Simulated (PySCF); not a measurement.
Method: PySCF with PBE-D3(BJ)/def2-TZVP. Gas-phase values, no solvent. 

Reference species (SMILES): `[CH3]` (neutral, multiplicity 2).

```yaml
highest_occupied_spin_orbital: -5.38 eV
```

Changed species: `[SeH]` (radical fragment; the reference has radical fragment).

### Question
What does the change do to the highest occupied spin orbital?

### Answer
the highest occupied spin orbital drops by 0.42 eV, to -5.80 eV.
